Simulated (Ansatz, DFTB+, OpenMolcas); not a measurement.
# Loss of H2: N2H3 → N2H + H2

Species: N2H3 (hydrazinyl radical) `[NH]N`, doublet; N2H (dinitrogen monohydride) `[N]=N`, doublet; H2 (hydrogen), singlet. 

Shapes, held fixed at every level: PBE0-D4/def2-TZVP. Flexible molecules stand in one conformer, not always the lowest. Programs: Ansatz 0.2.0, DFTB+ 25.1, OpenMolcas 26.06. The zero-point and thermal change to 298 K, harmonic and unscaled (PBE0-D4/def2-TZVP), is -35.2 kJ/mol.

```csv
level,kind,ΔH(298 K) (kJ/mol),less CCSD(T)/CBS estimate
DFTB2,semi-empirical,+151.6,+122.5
HF/def2-SVP,Hartree–Fock,+27.5,-1.6
r2SCAN-D4/def2-TZVPP,meta-GGA,+37.4,+8.3
B3LYP/6-31G* (Cartesian functions),global hybrid,+12.7,-16.4
PBE0-D4/def2-TZVPP,global hybrid,+50.5,+21.4
wB97M-V/def2-TZVPP,range-separated hybrid,+33.9,+4.8
B2PLYP/def2-TZVPP,double hybrid,+23.4,-5.7
CCSD/def2-SVP,coupled cluster or CI,+12.6,-16.5
CCSD(T)/CBS estimate,coupled cluster or CI,+29.1,0.0
```

The highest level, CCSD(T)/CBS estimate, gives ΔH(298 K) = +29.1 kJ/mol; the levels span +12.6 to +151.6. DFTB2 strays far from the other rows. The column of differences is taken from that level and isn't an error. No measured value is set beside it here. Spin contamination: N2H (⟨S²⟩ up to 0.85). Open shells run unrestricted unless RO is named. The CBS estimate extrapolates MP2 from def2-TZVPP and def2-QZVPP and adds CCSD(T) − MP2 in the triple-zeta set, cores frozen; for H2 it overshoots the exact energy by about 1 mEh.
